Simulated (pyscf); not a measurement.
PySCF, gas phase, ωB97X-D3(BJ)/def2-SVP geometries.

Q: For the elementary gas-phase step F–Cd–F + SiH₄ -> F–CdH + F–SiH₃ (singlet surface; Cd–F, H–Si broken, Cd–H, F–Si formed), what barrier and reaction energy does ωB97M-D3(BJ)/def2-TZVP give, measured from the separated reactants?

A: ΔE‡ = 0.4 kcal/mol, ΔE = -30.1 kcal/mol. Zero-point energy shifts the barrier by +1.3 kcal/mol. It is a four-centre exchange, with an imaginary mode of 102i cm⁻¹. On the reactant side the descent ends in a complex, 5.9 kcal/mol under the separated species and 4.3 kcal/mol under the saddle at ωB97X-D3(BJ)/def2-TZVP. At ωB97X-D3(BJ)/def2-TZVP the barrier from the zero used here is -1.6 kcal/mol. This is the saddle that the search found; another between the same sides may lie lower. Elements past Kr carry the def2 core potentials, without spin-orbit coupling.
